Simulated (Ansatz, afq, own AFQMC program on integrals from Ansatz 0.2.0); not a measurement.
## GaH2OF, singlet, reference energies and how methods fare

```yaml
atoms:
  - { symbol: O, position_ang: [-1.1377, -0.5803, -0.2753] }
  - { symbol: Ga, position_ang: [0.3839, 0.2800, 0.0122] }
  - { symbol: F, position_ang: [0.4429, 1.7898, -0.8644] }
  - { symbol: H, position_ang: [-1.2205, -1.4207, 0.1867] }
  - { symbol: H, position_ang: [1.5815, -0.1425, 0.8995] }
```

Geometry: a PBE0/def2-SVP stationary point, not shown to be a minimum. Basis def2-TZVP. Only valence electrons are correlated. Integrals, coupled cluster, full CI and functionals: Ansatz 0.2.0; the random walks run on the same integrals in our own AFQMC program. The CISD trial takes its coefficients from CCSD amplitudes. Released means that phaseless walkers are propagated on without the constraint, phases kept. ± is one standard error of the sampling. No spin–orbit coupling.

Best estimates are CCSD(T) at the basis-set limit (def2-TZVPP/QZVPP) plus the step from CCSD(T) to the highest rung at hand in def2-TZVP, named in the table (released AFQMC can keep some 10 meV of bias). Fragments are relaxed and keep their bonds. No zero-point, core-correlation or spin–orbit terms, no scalar relativity below Rb. Other levels are in def2-TZVP; a dash marks a level that is missing or breaks spin symmetry for a member.

Cautions: inner d shell frozen; no relativity below Rb; no spin-orbit coupling; GaH₂OF (singlet): the released value is read at 1.50 1/Eh (meV from the phaseless value at times in 1/Eh: 12 ± 6 at 0.24, 7 ± 7 at 0.51, 16 ± 8 at 0.99, 17 ± 10 at 1.50); GaHOF (doublet): the released value is read at 1.50 1/Eh with a noise of 15 meV, more than in the cases checked (meV from the phaseless value at times in 1/Eh: -9 ± 8 at 0.24, -4 ± 9 at 0.51, -5 ± 11 at 0.99, -7 ± 15 at 1.50); GaHF (doublet): the ph-AFQMC/CISD walk drifts between its halves (2.4 errors).

| process | B2PLYP (eV) |
| --- | --- |
| Ga2–H5 → GaHOF (doublet; OH–Ga–F) + H (doublet) | 3.48 |
| Ga2–O1 → GaHF (doublet; GaH–F) + HO (doublet) | 4.62 |
| to free atoms | 16.24 |

(1) From these values, estimate the best estimates.

(1) 
```
                                        process  best estimate (eV)    highest rung
Ga2–H5 → GaHOF (doublet; OH–Ga–F) + H (doublet)         3.60 ± 0.02  released AFQMC
  Ga2–O1 → GaHF (doublet; GaH–F) + HO (doublet)         4.83 ± 0.01  released AFQMC
                                  to free atoms        16.83 ± 0.01  released AFQMC
```

Errors against the best estimates in eV, in the same order:

| level | error, 1 | error, 2 | error, 3 |
| --- | --- | --- | --- |
| MP2 | -0.25 | 0.20 | -0.11 |
| CCSD(T) | -0.10 | -0.13 | -0.75 |
| ph-AFQMC/CISD | -0.08 ± 0.01 | -0.10 ± 0.008 | -0.72 ± 0.007 |
| CCSD(T)/CBS | 0.00 | 0.01 | 0.00 |
| PBE | -0.26 | -0.23 | -0.25 |
| r2SCAN | -0.15 | -0.30 | -0.31 |
| PBE0 | -0.17 | -0.32 | -0.78 |
| B3LYP | -0.12 | -0.42 | -0.75 |
| wB97M-V | -0.02 | -0.17 | -0.45 |
| B2PLYP | -0.12 | -0.21 | -0.59 |

Cost at the first geometry (cards were shared with other jobs): PBE0/def2-TZVP, 4.7 s on 1 thread of AMD EPYC 7R13 Processor (Zen 3), with other jobs on the host; RCCSD(T)/def2-TZVP, 15 s on 1 × NVIDIA H100 80GB HBM3 with 1 thread of AMD EPYC 7R13 Processor (Zen 3), on a shared host; CCSD(T)/def2-QZVPP, 17 s on 1 × NVIDIA H100 80GB HBM3 with 1 thread of AMD EPYC 7R13 Processor (Zen 3), on a shared host; ph-AFQMC/CISD with release, 5.4 min on 1 × NVIDIA H100 80GB HBM3 with 2 threads of AMD EPYC 7R13 Processor (Zen 3), on a shared host.

Best estimates are given only where the step beyond CCSD(T) is under 0.3 eV and no member's determinant is very poor (T1 over 0.05, or 0.07 for open shells, ⟨S²⟩ too high by 0.3, two states mixed), so the hardest cases are missing from such tables.

The functionals ran in a triple-zeta set and keep a basis error of their own, a few kJ/mol for each bond in atomization energies and more for double hybrids, so close places among them and the extrapolated levels can swap.

Each member of a difference takes its own highest rung, so a best estimate needn't equal the limit plus the step of one row. A walk keeps the symmetry of its determinant, which the program's search chose and which needn't be the lowest solution, so a lower state of the same spin and another symmetry isn't excluded. Released energies are given only where the last usable release times agree within the noise; a slower fall can still hide under it.
